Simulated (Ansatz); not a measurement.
## H$_{2}$S, singlet along the angle H2-S1-H3

Starting geometry (PBE0/def2-TZVP stationary point for this spin, not checked as a minimum):

```yaml
atoms:
  - { symbol: S, position_ang: [0.0000, -0.0550, 0.0000] }
  - { symbol: H, position_ang: [0.0000, 0.8742, -0.9672] }
  - { symbol: H, position_ang: [0.0000, 0.8742, 0.9672] }
```

From there the angle named below is changed in its plane at fixed bond lengths, both arms turning rigidly about the middle atom; atoms are numbered as listed. Energies are in kJ/mol, counted from the starting geometry at the same level.

Basis cc-pVDZ; Ansatz 0.2.0. Only valence electrons are correlated (noble-gas cores frozen). R marks a restricted (for open shells ROHF) determinant. Active spaces: valence = (8e, 6o) chosen from the atoms' valence shells.

Runs in a small pair space aren't shown, since their orbitals change along the scan.

Full CI is exact within this basis and frozen core; it isn't the basis-set limit.

| angle H2-S1-H3 (°) | full CI | unpaired electrons (full CI) | error RMP2 | error CISD | error RCCSDT | error RCCSDT(Q) | error MRCISD (valence space) | error MRCISD+Q (valence space) |
| --- | --- | --- | --- | --- | --- | --- | --- | --- |
| 70.7 | 34.2 | 0.05 | -0.2 | 2.0 | 0.1 | 0.0 | -0.1 | -0.3 |
| 91.5 | 0.1 | 0.05 | 0.0 | 0.0 | 0.0 | 0.0 | 0.0 | 0.0 |
| 92.3 | 0.0 | 0.04 | 0.0 | 0.0 | 0.0 | 0.0 | 0.0 | 0.0 |
| 107.8 | 16.3 | 0.04 | 0.0 | -0.2 | 0.0 | 0.0 | -0.2 | 0.0 |
| 125.3 | 71.2 | 0.05 | 0.4 | 0.5 | 0.0 | 0.0 | 0.0 | 0.2 |
| 141.0 | 145.8 | 0.05 | 1.3 | 2.0 | 0.2 | 0.0 | 0.8 | 0.5 |
| 158.7 | 239.9 | 0.06 | 2.2 | 4.4 | 0.4 | 0.0 | 3.1 | 1.4 |
| 180.0 | 302.1 | 0.07 | 1.7 | 6.3 | 0.7 | 0.1 | 5.0 | -0.1 |

Unpaired electrons are Σ n²(2−n)² over natural occupations. Errors are those of relative energies. In total energy the starting point itself misses full CI by: RMP2 69.6, CISD 30.5, RCCSDT 0.7, RCCSDT(Q) 0.1, MRCISD (valence space) 18.4, MRCISD+Q (valence space) -0.7 kJ/mol.

Spread of the error over the points with a reference, to 180.0 ° (largest less smallest): RCCSDT(Q) 0.1, RCCSDT 0.7, MRCISD+Q (valence space) 1.8, RMP2 2.5, MRCISD (valence space) 5.1, CISD 6.5 kJ/mol.
